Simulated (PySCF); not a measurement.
# Converging AlCl in the basis (CCSD(T))

PySCF, RHF reference; singlet, unpaired electrons none; De to Al + Cl without counterpoise correction. Frozen cores follow the default of each basis and core potential.

| basis | relativity | functions | Re (Å) | ωe (cm⁻¹) | De (eV) | frozen orbitals |
| --- | --- | --- | --- | --- | --- | --- |
| x2c-SVPall | spin-free X2C | 36 | 2.132 | 516 | 4.86 | 10 |
| jorge-DZP-DKH | spin-free X2C | 48 | 2.175 | 469 | 4.74 | 10 |
| 6-311G(d,p) | no relativity | 52 | 2.138 | 491 | 4.84 | 10 |
| aug-cc-pV(D+d)Z | no relativity | 64 | 2.187 | 449 | 4.87 | 10 |
| def2-TZVPP | no relativity | 84 | 2.146 | 484 | 5.09 | 10 |
| def2-TZVPPD | no relativity | 99 | 2.150 | 478 | 5.10 | 10 |

(1) How does each smaller set differ from the one with most functions, def2-TZVPPD?

Measured (Huber and Herzberg, Constants of Diatomic Molecules (1979)): Re = 2.130113 Å, ωe = 481.3 cm⁻¹. Correlated steps freeze 10 core orbitals. Correlated levels converge slowly with the basis: in double zeta they bind strong bonds too weakly, by up to about 1 eV, and carry superposition errors of some tenths. Where the molecule has an RHF reference, its open-shell atoms are computed with UHF.

Results:

(1) x2c-SVPall: -1.8 pm, +7.9 % in ωe, -0.24 eV in De; jorge-DZP-DKH: +2.5 pm, -1.9 % in ωe, -0.36 eV in De; 6-311G(d,p): -1.2 pm, +2.7 % in ωe, -0.26 eV in De; aug-cc-pV(D+d)Z: +3.7 pm, -6.1 % in ωe, -0.23 eV in De; def2-TZVPP: -0.4 pm, +1.3 % in ωe, -0.01 eV in De. All at CCSD(T); the set with most functions is neither the basis-set limit nor always the best. The rows treat relativity differently, so the differences are not basis effects alone.
